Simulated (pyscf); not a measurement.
Single points on ωB97X-D3(BJ)/def2-SVP structures (PySCF, gas phase).

Estimate the classical barrier height and the reaction energy of H₃Ge–SeH (SMILES [GeH3][SeH]) + H₂ (SMILES [H][H]) → H₂Se (SMILES [SeH2]) + GeH₄ (SMILES [GeH4]) at ωB97M-D3(BJ)/def2-TZVP. The step runs on the singlet surface, breaks Ge–Se, H–H and forms H–Se, Ge–H; take the separated reactants as zero.

ΔE‡ = 60.3 kcal/mol, ΔE = +7.0 kcal/mol. Zero-point energy shifts the barrier by +1.2 kcal/mol. It is a four-centre exchange, with an imaginary mode of 1528i cm⁻¹. This is the saddle that the search found; another between the same sides may lie lower. Elements up to Kr have no core potential and no relativistic terms here.
